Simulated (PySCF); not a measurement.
EPR parameters of C5H10N

C5H10N (doublet state).
Geometry (GFN2-xTB, Å), atoms numbered from 1 in this order:
```
atom  x, y, z in Å
C1     3.2486   -0.2380   -0.0909
C2     2.1082    0.1391   -0.5607
C3     0.8148    0.2863    0.2276
C4    -0.2770   -0.6152   -0.3421
C5    -1.6149   -0.3757    0.3584
N6    -2.0562    0.9919    0.1351
H7     3.6703   -0.5320    0.8421
H8     1.9968    0.3827   -1.6123
H9     0.4815    1.3236    0.1643
H10    0.9937    0.0412    1.2751
H11    0.0077   -1.6627   -0.2263
H12   -0.3961   -0.4135   -1.4097
H13   -1.4920   -0.5094    1.4371
H14   -2.3411   -1.1291    0.0045
H15   -2.2356    1.1436   -0.8524
H16   -2.9162    1.1763    0.6388
```

The hyperfine couplings belong to this conformer and change with its torsions.

The species is `[H]/[C]=C\CCCN` [radical].

Method used: UKS B3LYP, pcH-1 on C H N, non-relativistic, mean-field spin-orbit, GIAO in PySCF 2.14.0. Isolated species at its GFN2-xTB geometry (one conformer only). A GFN2-xTB geometry isn't a minimum of the functional, and hyperfine couplings can be far from their values at a DFT geometry. Stability of the SCF solution: not tested.

```json
{
 "g1, g2, g3": "2.00172, 2.00221, 2.00267",
 "g_iso": "2.00220",
 "Form of g": "rhombic: the two nearest values differ by 48 % of g3 − g1",
 "⟨S²⟩": "0.7587 (exact 0.7500)",
 "α and β electrons": "24, 23",
 "HOMO–LUMO gap, α and β orbitals": "6.67, 4.60 eV",
 "Total energy": "-251.21890 Eh"
}
```

Hyperfine couplings atom by atom, in MHz; T1 to T3 are the principal values of the dipolar part; ρ(0) is the spin density at the nucleus:

| atom | isotope | a_iso | T1 | T2 | T3 | Mulliken spin population | ρ(0) (bohr⁻³) |
| --- | --- | --- | --- | --- | --- | --- | --- |
| C1 | 13C | 312.0 | -81.4 | -59.9 | 141.3 | 1.04 | 0.2776 |
| C2 | 13C | -18.7 | -19.5 | 2.2 | 17.3 | -0.17 | -0.0166 |
| C3 | 13C | 79.2 | -8.9 | -8.0 | 16.8 | 0.08 | 0.0704 |
| C4 | 13C | -4.9 | -0.6 | -0.4 | 1.0 | 0.00 | -0.0044 |
| C5 | 13C | 2.9 | -0.4 | -0.4 | 0.8 | 0.00 | 0.0026 |
| N6 | 14N | 0.1 | 0.0 | 0.0 | 0.1 | 0.00 | 0.0003 |
| H7 | 1H | 40.9 | -32.4 | -6.8 | 39.2 | 0.01 | 0.0091 |
| H8 | 1H | 111.7 | -6.5 | -5.5 | 12.0 | 0.05 | 0.0250 |
| H9 | 1H | -4.8 | -4.2 | -1.5 | 5.7 | 0.00 | -0.0011 |
| H10 | 1H | -5.3 | -6.3 | -1.5 | 7.8 | 0.00 | -0.0012 |
| H11 | 1H | 1.5 | -1.6 | -1.1 | 2.8 | 0.00 | 0.0003 |
| H12 | 1H | -0.1 | -1.4 | -0.9 | 2.3 | 0.00 | 0.0000 |
| H13 | 1H | 0.3 | -0.8 | -0.6 | 1.3 | 0.00 | 0.0001 |
| H14 | 1H | 1.4 | -0.5 | -0.4 | 0.9 | 0.00 | 0.0003 |
| H15 | 1H | 0.0 | -0.5 | -0.4 | 0.9 | 0.00 | 0.0000 |
| H16 | 1H | -0.2 | -0.4 | -0.3 | 0.7 | 0.00 | 0.0000 |

The largest Mulliken spin populations are on C1 (+1.04), C2 (-0.17) and C3 (+0.08). C1 is the only atom above +0.15.

Axes: g1 points within 8° of the C1–H7 bond and g2 points within 3° of the C2–C3 bond.

Under fast tumbling the dipolar parts average out, and these isotropic splittings remain: 1 × 1H (H8, I = 1/2, 2 lines) with 3.99 mT, 1 × 1H (H7, I = 1/2, 2 lines) with 1.46 mT and 2 × 1H (H9/H10, I = 1/2, 3 lines) with 0.18 mT.

Nuclei that the bonding pattern makes equivalent are averaged, as if the motion that swaps them (rotation, inversion, ring flip) were fast.

The 13C coupling of C1 (312.0 MHz) shows only in satellite lines or after enrichment, since that isotope makes up about 1.07 % of natural carbon.

β density exceeds α density at some nuclei, such as C2 (-0.0166), C4 (-0.0044) and H9/H10 (-0.0011), spin density in bohr⁻³. In a single determinant that takes different orbitals for the two spins, that is spin polarisation.

On one thread of an Arm Neoverse V2, on a shared host, this took 43 s of wall time (grids of density and orbitals included) and 0.91 GiB of memory at its peak.
